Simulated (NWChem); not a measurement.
Molecule: dichloromethane (CH$_{2}$Cl$_{2}$); SMILES C(Cl)Cl

Results from NWChem. The geometry was optimised at PBE0/def2-SVP.

For level BLYP/def2-TZVPD:

```yaml
highest occupied level (eV): -7.21
orbital gap (eV): 5.80
```

Task: How do the values read with level TPSS/def2-TZVPD instead?

Result: 
- highest occupied level (eV) = -7.46
- orbital gap (eV) = 6.15
